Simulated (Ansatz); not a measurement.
`CC(C)CF` + `CC=N` → `C/C=N/CF` + propane at 700 K and 1 bar (substitution at a C–C bond).

Computed with Ansatz on PBE0-D4/def2-TZVP structures; ΔE is electronic, products minus reactants. CBS: MP2 limit from def2 TZ/QZ plus the TZ coupled-cluster correction, frozen cores. One conformer a species, not always the lowest.

```
   species  CCSD(T)/CBS energy (Eh)  H − E (kJ/mol)  S (J/(mol·K))
 `CC(C)CF`               -257.42520           407.3          444.8
    `CC=N`               -133.79309           226.8          331.3
`C/C=N/CF`               -272.23199           303.1          418.9
     `CCC`               -118.98051           329.4          356.3
```

H − E and S are ideal-gas, rigid-rotor, harmonic terms from PBE0-D4/def2-TZVP, for one conformer and one mirror image of each species. 1 Eh = 2625.50 kJ/mol, R = 8.31446 J/(mol·K).

Question: By hand: ΔE, ΔH, ΔS and ΔG.

Answer: ΔE = (-272.23199) + (-118.98051) − (-257.42520) − (-133.79309) = 0.00579 Eh = 15.2 kJ/mol. Δ(H − E) = 303.1 + 329.4 − 407.3 − 226.8 = -1.6, so ΔH = 13.6 kJ/mol. ΔS = 418.9 + 356.3 − 444.8 − 331.3 = -0.9 J/(mol·K). ΔG = 13.6 − 700 × (-0.9)/1000 = 14.2 kJ/mol.

Question: By hand: the equilibrium constant, and the temperature at which ΔG would vanish if ΔH and ΔS stayed fixed.

Answer: log₁₀ K = −ΔG/(RT ln 10) = -1.1. ΔH and −TΔS have one sign here, so there is no such temperature. One of them is within its doubt of zero, so this could turn.

The number of gas molecules stays the same, so ΔS is small and ΔH decides. A doubt of 5 kJ/mol in ΔE shifts log₁₀ K by 0.4 here. Other conformers and mirror images would add mixing entropy, several J/(mol·K) or more a flexible species. These are equilibria of isolated gas molecules and say nothing of rates. Largest T1 diagnostic: 0.012 (customary marks: 0.02 for closed shells, 0.045 for open ones).
